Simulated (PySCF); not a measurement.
Ligands exchanged one at a time, C H-Cl. All species are isolated molecules in the gas phase. Strings in code marks are SMILES.

These are PBE-D3(BJ)/def2-TZVP // B3LYP-D3(BJ)/def2-TZVP in PySCF 2.14.0 values and carry that method's errors. All candidates: neutral, multiplicity 1. Excitations are Tamm–Dancoff values on a coarser integration grid. The basis has no diffuse functions, so Rydberg states are missing or too high.

```
Property                Value
-------------------  --------
HOMO–LUMO gap         5.41 eV
S1 excitation (TDA)   5.59 eV
LUMO                 -2.03 eV
```

**Question.** Say which member has these values.
A. `ClC(Cl)Cl`
B. `CCl`
C. `ClCCl`
D. `ClC(Cl)(Cl)Cl`

**Answer.** A, `ClC(Cl)Cl`. The others give `ClCCl`: 6.02 eV, 6.24 eV, -1.26 eV; `ClC(Cl)(Cl)Cl`: 4.91 eV, 5.06 eV, -2.72 eV; `CCl`: 6.60 eV, 6.99 eV, -0.39 eV
